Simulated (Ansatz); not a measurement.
AlF3 (`[F][Al]([F])[F]`), relaxed with RKS PBE0-D4/def2-TZVP in the Gaussian-basis code of Ansatz from a PBE-D4/def2-SVP geometry. The force threshold is 0.005 eV/Å; the program also tests the step.

Charge 0, multiplicity 1.

Start:

```xyz
4

F     0.329    1.550   -0.487
Al    0.000    0.000    0.000
F     0.507   -1.284   -0.919
F    -0.836   -0.266    1.407
```

(1) By how much does the energy fall, and how many steps does the optimiser take? (Estimate.)

(2) Which bonds change most? (Estimate.)

(3) Give the relaxed structure. (Estimate.)

## Answers

(1) The calculation gave: 3.99 kJ/mol, in 3 steps, 1 of them rejected.

(2) Computed: F1–Al2 from 1.658 to 1.629 Å; Al2–F4 from 1.658 to 1.629 Å; Al2–F3 from 1.658 to 1.629 Å.

(3) The calculation gave: 
```xyz
4

F     0.324    1.523   -0.479
Al    0.000    0.000    0.000
F     0.498   -1.261   -0.903
F    -0.822   -0.262    1.382
```
